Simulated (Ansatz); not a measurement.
Saddle point of SiNH5, closed shell (SiNH₅ ([NH2][SiH3]) → SiNH₃ ([NH][SiH2]) + H₂; bonds formed: H2–H4; bonds broken: Si1–H2, N3–H4), PBE0-D4/def2-TZVP structure:

Si1  (-0.546, -0.101, -0.067)
H2  (0.494, -0.553, 1.297)
N3  (0.590, 0.922, -0.625)
H4  (0.924, 0.001, 0.676)
H5  (-1.689, 0.395, 0.741)
H6  (-0.849, -1.490, -0.521)
H7  (1.076, 0.826, -1.502)
(Å)

Energies are electronic, without zero-point energy. Barriers and step energies count from the start structure reached by relaxing down the imaginary mode; all methods use the PBE0-D4 structures, on which another method's saddle can fall below an end. Ansatz 0.2.0; basis: def2-TZVPP, with def2-QZVPP for the basis limit; cores frozen in the correlated methods. B3LYP uses VWN-RPA correlation. Extrapolation: Hartree–Fock as exp(−7.88 √X), correlation as X^−2.97.

| method | barrier (eV) | step energy (eV) |
| --- | --- | --- |
| SPW92 | 3.211 | 2.576 |
| PBE-D4 | 3.286 | 2.297 |
| BLYP-D4 | 3.362 | 2.131 |
| r2SCAN-D4 | 3.454 | 2.445 |
| B97M-V | 3.522 | 2.457 |
| PBE0-D4 | 3.547 | 2.567 |
| B3LYP-D4 | 3.572 | 2.384 |
| r2SCAN0-D4 | 3.639 | 2.636 |
| BHLYP-D4 | 3.866 | 2.675 |
| CAM-B3LYP-D4 | 3.697 | 2.556 |
| wB97X-V | ? | 2.603 |
| wB97M-V | 3.648 | 2.499 |
| B2PLYP | 3.614 | 2.392 |
| PBE-QIDH | 3.693 | 2.643 |
| RPA on PBE | ? | 2.303 |
| HF | ? | 2.849 |
| MP2 | 3.619 | 2.409 |
| CCSD | 3.803 | 2.535 |
| CCSD(T) | 3.687 | 2.427 |

Problem. Fill in the withheld barriers. (An estimate is asked for; the value comes from the calculation.)

Solution. The calculation gives: HF 4.290; RPA on PBE 3.624; wB97X-V 3.718 eV. Each is the energy of the saddle less that of the start structure, by the same method.

For comparison, the barrier by CCSD(T) at an estimated basis limit (MP2 extrapolated from triple and quadruple zeta, plus CCSD(T) − MP2 in triple zeta) is 3.631 eV.

The T1 diagnostic stays at or below 0.018.

Labels in which every atom is bracketed show which atoms are joined, not bond orders.

For scale, one of the runs: CCSD(T)/def2-TZVPP, 143 basis functions, launched by `ansatz run in.yaml --threads 2 --pin off --events-out ev --progress --plain --max-ram 4352MiB`. Hardware: 2 CPU threads of an Intel Xeon Platinum 8375C, shared host. Wall time 11 s; peak host memory 0.8 GiB.
